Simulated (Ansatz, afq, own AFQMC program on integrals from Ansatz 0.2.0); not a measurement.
**MoNH₃, septet: AFQMC among the cluster methods**

```json
{"atom": "Mo", "x (Å)": "-0.4333", "y (Å)": "0.0013", "z (Å)": "-0.0003"}
{"atom": "N", "x (Å)": "2.3747", "y (Å)": "-0.0073", "z (Å)": "0.0016"}
{"atom": "H", "x (Å)": "2.7451", "y (Å)": "-0.9516", "z (Å)": "0.0068"}
{"atom": "H", "x (Å)": "2.7489", "y (Å)": "0.4674", "z (Å)": "0.8162"}
{"atom": "H", "x (Å)": "2.7500", "y (Å)": "0.4589", "z (Å)": "-0.8174"}
```

Connectivity, by distances: Mo–NH3.

Basis def2-SVP with its core potentials. Only valence electrons are correlated. AFQMC by an in-house program on the Cholesky factors that Ansatz 0.2.0 writes for its CCSD(T) run. The CISD trial takes its coefficients from CCSD amplitudes. Released means that phaseless walkers are propagated on without the constraint, phases kept. Error bars are statistical, one sigma. No spin–orbit coupling. The metal's outer-core s and p shells are frozen, which shifts wave-function levels against functionals.

Determinant: UHF, the one that the program's search chose, which needn't be the lowest solution. The geometry is a point of a scan.

No full CI on the walks' own integrals is used here; CCSDT(Q) serves as the reference and is uncertain by about the last step of the cluster series.

Cautions: no spin-orbit coupling; outer-core shells of the metal frozen; lower spins were not checked; higher spins were not checked; CCSDT(Q) on the ROHF determinant differs (45 meV higher), by its state or its frozen core.

```
T1 diagnostic                               : 0.0107
weight of the determinant in the CISD state : 0.906
⟨S²⟩ of the determinant                     : 12.003
size of the correlated space                : 14 electrons in 55 orbitals
```

| level | correlation energy (eV) |
| --- | --- |
| MP2 | -6.6791 |
| CCSD | -7.2915 |
| CCSD(T) | -7.4407 |

Task: Estimate where phaseless AFQMC with a CISD trial lies against CCSD(T) on the same integrals.

Result: 1.3 ± 0.3 kJ/mol below CCSD(T).

Reference: CCSDT(Q), correlation energy -7.464 eV. The released energy is read at 2.60 1/Eh (meV from the phaseless value at times in 1/Eh: -2.4 ± 2.5 at 0.24, -9 ± 3 at 0.60, -13 ± 3 at 1.20, -13 ± 3 at 1.80, -7 ± 4 at 2.60).

```tsv
level	E − E(reference) (kJ/mol)	share of correlation (%)
CCSD(T)	2.2	99.69
CCSDT	0.9	99.87
ph-AFQMC/HF	3.0 ± 2.8	99.58
ph-AFQMC/CISD	0.9 ± 0.3	99.87
released AFQMC	0.3 ± 0.4	99.96
```

A walk keeps the symmetry of its determinant, which the program's search chose and which needn't be the lowest solution, so a lower state of the same spin and another symmetry isn't excluded. Released energies are given only where the last usable release times agree within the noise; a slower fall can still hide under it.
